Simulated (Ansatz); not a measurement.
`[Na][SH]` + H–F → `[F][Na]` + H₂S  (ligand exchange at the Na–S bond)

Isolated molecules relaxed with PBE0-D4/def2-TZVP in Ansatz; ΔE leaves out vibrations. CCSD(T)/CBS is the MP2 limit (def2-TZVPP, def2-QZVPP) plus CCSD(T) − MP2 in def2-TZVPP, frozen cores. This one scheme is used for every species. Functionals use def2-TZVPP. HSE06 is defined as in plane-wave codes. For Na outer-core shells are correlated without core-valence functions, which leaves a few kJ/mol of doubt a bond.

| level | ΔE (kJ/mol) |
| --- | --- |
| HSE06-D4 | 3.5 |
| BLYP | -15.6 |

(1) What does CCSD(T)/CBS give? (Estimate.)

Largest T1 diagnostic among the species: 0.013.

## Answers

(1) The calculation gave: -1.0 kJ/mol. The listed levels differ from it by 4.5, -14.6 kJ/mol.

Leaving LDA and LC-ωPBE aside and taking each functional with its dispersion term where it has one, the values, not all of them listed here, spread over 17.2 kJ/mol, from BLYP-D4 to HSE06-D4. LDA lies +4.3 kJ/mol from PBE without D4. At CCSD(T), def2-SVP lies −12.1 kJ/mol from the extrapolated value and def2-TZVPP +1.6 kJ/mol.
